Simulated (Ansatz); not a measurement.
Ideal-gas functions of C2H3NO (`OC1=NC1`) at 800 K and 1 bar, from an Ansatz frequency run at PBE0-D4/def2-TZVP.

Molar mass 57.05 g/mol, point group Cs (symmetry number 1), electronic degeneracy 1, moments of inertia 20.324, 66.873, 83.778 u Å². Harmonic wavenumbers (cm⁻¹, unscaled): 422, 432, 563, 702, 978, 987, 1068, 1105, 1214, 1505, 1522, 1914, 3099, 3184, 3764.

Use S(trans) = R[1.5 ln M + 2.5 ln T − 1.1517]; rotational temperatures θ = 24.2544 K / I; S(rot) = R[ln(√π/σ · √(T³/θAθBθC)) + 1.5]; for each mode x = 1.438777 ν̃/T, S = R[x/(eˣ − 1) − ln(1 − e⁻ˣ)] and H = RT x/(eˣ − 1); 1 cm⁻¹ = 0.0119627 kJ/mol; R = 8.31446 J/(mol·K).

Problem. By hand: the entropy, in J/(mol·K).

Solution. Translation 179.8. Rotation: θ = 1.1934, 0.3627, 0.2895 K, giving 109.2. Vibration, mode by mode: 10.80, 10.62, 8.56, 6.91, 4.61, 4.56, 4.06, 3.85, 3.30, 2.18, 2.13, 1.22, 0.21, 0.18, 0.07, in all 63.3. Electronic 0.0. Sum 352.3 J/(mol·K).

Problem. By hand: H − E and G − E in kJ/mol, counted from the electronic energy.

Solution. Zero-point energy ½ × 22459 × 0.0119627 = 134.3; thermal vibration 30.6; translation, rotation and pV give 4 RT = 26.6. H − E = 191.5 kJ/mol, and G − E = 191.5 − 800 × 352.3/1000 = -90.3 kJ/mol.

Vibration gives 18 % of the entropy. The sum counts one conformer and one mirror image; others add a mixing term.
